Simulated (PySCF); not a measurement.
Species: C2HF.
SMILES with atom numbers: `[CH:1]#[C:2][F:3]` (hydrogens: H4 on C1)

Method: PBE0-D3(BJ)/def2-SVP geometry optimisation, gas phase in PySCF 2.14.0; density fitting, grid level 1; the optimiser is geomeTRIC in internal coordinates, started from a GFN2-xTB structure.

Step 0: E = -4795.1599 eV
```
atom  x, y, z in Å  |  force x, y, z in eV/Å
C1     -0.6188   -0.0353    0.0242   -0.085  -0.003   0.029
C2      0.4981   -0.0266   -0.3934    1.853   0.013  -0.703
F3      1.6995   -0.0170   -0.8447   -0.665   0.003   0.267
H4     -1.5971   -0.0405    0.3946   -1.103  -0.013   0.407
```

Step 1: E = -4795.1793 eV
```
atom  x, y, z in Å  |  force x, y, z in eV/Å
C1     -0.6121   -0.0347    0.0244   -0.173  -0.048   0.135
C2      0.5242   -0.0471   -0.3711   -0.095   0.168  -0.223
F3      1.6929   -0.0040   -0.8635    0.156  -0.101   0.097
H4     -1.6232   -0.0336    0.3910    0.111  -0.020  -0.009
```

Step 2: E = -4795.1855 eV
```
atom  x, y, z in Å  |  force x, y, z in eV/Å
C1     -0.6163   -0.0299    0.0186    0.054  -0.049   0.053
C2      0.5184   -0.0373   -0.3841   -0.076   0.101  -0.126
F3      1.6986   -0.0117   -0.8537    0.024  -0.056   0.076
H4     -1.6189   -0.0405    0.4000   -0.002   0.004  -0.004
```

Task: Estimate the geometry and energy of step 3. (The exact step hangs on the optimiser's Hessian estimate; all steps are aligned on step 2, rigid shifts and turns removed.)

Result: E = -4795.1876 eV, largest force 0.069 eV/Å
```
atom  x, y, z in Å  |  force x, y, z in eV/Å
C1     -0.6177   -0.0271    0.0151    0.026  -0.041   0.049
C2      0.5130   -0.0274   -0.3974    0.008   0.024  -0.038
F3      1.7023   -0.0189   -0.8441   -0.014  -0.003   0.009
H4     -1.6158   -0.0460    0.4071   -0.021   0.020  -0.021
```

The energy changes by -0.0022 eV. The first-order estimate −F·Δx gives -0.0038 eV and the mean of the old and new forces, exact on a quadratic surface, -0.0020 eV. The step makes an angle of 44° with the force vector and moves no atom by more than 0.017 Å.

What follows is the cost of the whole optimisation. On one thread of an Arm Neoverse V1, shared host, this took 3.2 s and 0.24 GiB of memory at its peak.
